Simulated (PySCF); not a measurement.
COS, SMILES O=C=S, point group C∞v.

Level: B3LYP/pcSseg-2 in PySCF (density fitting, grid level 2); geometry and Hessian at that level, cubic constants and property derivatives from steps of ±0.6 along each species' dimensionless normal coordinates, second-order vibrational perturbation theory. The parent has the commonest isotopes.

Equilibrium geometry (Å):

```
atom        x       y        z
  O1  -1.2685  0.7216  -0.0259
  C2  -0.1200  0.5990  -0.0177
  S3   1.4344  0.4329  -0.0066
```

Species: ¹⁸O at 1, ¹³C at 2. Output of the displacement run:

```
mode    cm-1    km/mol   phi_rrr   E(+)/cm-1  E(-)/cm-1
  1    506.67     2.54       0.1      91.70      91.69
  2    506.77     2.54       0.6      91.75      91.65
  3    853.61     8.61     190.7     160.72     146.93
  4   2017.02   706.91     495.0     381.69     346.11
```

For the shielding of C2 (σe = 14.48 ppm):

| mode | ω (cm⁻¹) | Σr φrrs (cm⁻¹) | ∂σ/∂q | ∂²σ/∂q² |
| --- | --- | --- | --- | --- |
| 1 | 507 | 0 | 0.000 | -2.278 |
| 2 | 507 | 0 | 0.000 | -2.276 |
| 3 | 854 | 265 | 7.230 | -0.647 |
| 4 | 2017 | 17 | 6.259 | -0.244 |

Question: Work out the zero-point average of this shielding.

Answer: With ⟨qs⟩ = −Σr φrrs/(4ωs) and ⟨qs²⟩ = 1/2: the mean displacements are 0.000, 0.000, -0.078, -0.002. The anharmonic term Σ (∂σ/∂q)⟨q⟩ is -0.58 ppm, the harmonic term ¼ Σ ∂²σ/∂q² is -1.36 ppm, so ⟨σ⟩ = 12.54 ppm.
